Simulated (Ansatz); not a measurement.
Two isomers of C5H10: A = `C/C=C/CC`, B = `C=CC(C)C`.

Program: Ansatz. Geometries: PBE0-D4/def2-TZVP. ΔE: electronic, gas phase. CBS: MP2 limit from def2 TZ/QZ plus the TZ coupled-cluster correction, frozen cores. Functionals use def2-TZVPP. B3LYP here is the variant with VWN-RPA as its local correlation; programs differ in this. Each species was taken in one conformer, which may not be the lowest.

A:

```xyz
15

C    -1.2705   -2.2091    0.2831
C    -1.0225   -0.7419    0.2096
C     0.1556   -0.1550    0.3812
C     0.4070    1.3137    0.2973
C     1.4000    1.6762   -0.8014
H    -0.3494   -2.7588    0.4874
H    -1.6926   -2.5875   -0.6534
H    -1.9921   -2.4502    1.0706
H    -1.8880   -0.1132    0.0006
H     1.0256   -0.7803    0.5865
H     0.7972    1.6705    1.2586
H    -0.5405    1.8362    0.1335
H     2.3565    1.1687   -0.6497
H     1.5931    2.7514   -0.8218
H     1.0205    1.3794   -1.7820
```

B:

Z-matrix (Å, degrees):
```
C
C 1 1.499
C 1 1.518 2 113.9
C 1 1.528 2 109.9 3 -125.4
H 1 1.100 2 106.5 3 119.0
C 2 1.326 1 127.0 3 1.6
H 2 1.089 1 114.6 3 -179.3
H 3 1.092 1 111.7 2 57.8
H 3 1.094 1 111.0 2 -62.7
H 3 1.092 1 110.4 2 177.9
H 4 1.093 1 111.4 2 -54.4
H 4 1.094 1 110.5 2 65.4
H 4 1.093 1 110.9 2 -174.7
H 6 1.084 2 121.1 1 179.4
H 6 1.084 2 122.2 1 -0.7
```

Which is lower in electronic energy at CCSD(T)/CBS, and by how much? (Best estimate.)

Computed: A, by 4.3 kJ/mol.

Give E(B) − E(A) in kJ/mol with B3LYP, HF/def2-TZVPP, ωB97M-V, r2SCAN-D4, B3LYP-D4, CCSD/def2-TZVPP, PBE0-D4. (Estimate.)

The calculation gave: B3LYP 14.2, HF/def2-TZVPP 12.7, ωB97M-V 6.0, r2SCAN-D4 8.6, B3LYP-D4 9.3, CCSD/def2-TZVPP 5.7, PBE0-D4 9.8. None reverses the order clearly.

Largest T1 diagnostic: 0.009.

In def2-TZVPP, CCSD(T) changes the Hartree–Fock value by −8.1 kJ/mol (the triples alone add −1.1 kJ/mol) and MP2 by −8.6 kJ/mol. The D4 term adds −4.9 kJ/mol with B3LYP and −2.6 kJ/mol with PBE0; it sums over pairs of atoms, weighted by their polarisabilities, and B3LYP, whose exchange is more repulsive, gets the larger term.
